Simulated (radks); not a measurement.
# F²⁺ in [He] 2s2 2p2.5 3d0.5: an all-electron calculation

One table from this session's results is given with a row withheld; the runs are named, their logs left out.

Program: radks (a radial shooting solver on a logarithmic mesh, Libxc functionals) version 1. Level of theory: scalar-relativistic Kohn-Sham, PBE, spin-unpolarised, spherical densities, finite nucleus. These are calculated values, not measurements, unless marked.

### Starting point

| Property | Result |
| --- | --- |
| element | fluorine (Z = 9) |
| charge | +2 |
| electrons | 7 |
| configuration | [He] 2s2 2p2.5 3d0.5 |
| nuclear rms radius | 2.8976 fm |

Set-up of the first run:

Settings of this run:

```text
Z 9
configuration [He] 2s2 2p2.5 3d0.5
relativity scalar-relativistic
functional pbe,pbe
spin unpolarised
nucleus finite rms 2.8976 fm
c 137.035999084
```

Launch:

```
$ python run_ks.py task.json out
```

This one command runs every case of the session in turn.

One table of the session follows, with a row left open; its other results are not shown here.

It belongs to the step «Orbitals and density». Sizes of the orbitals, from the radial functions (bohr):

| level | <r> | outermost maximum (interpolated) | 90 % within |
| --- | --- | --- | --- |
| 1s | ? | ? | ? |
| 2s | 0.8984 | 0.727 | 1.41 |
| 2p | 0.8631 | 0.639 | 1.44 |
| 3d | 3.543 | 3.03 | 5.47 |

Estimate the missing values for 1s.

The run gave: <r>: 0.1761; outermost maximum (interpolated): 0.114; 90 % within: 0.315. In the column «<r>» it is the lowest.
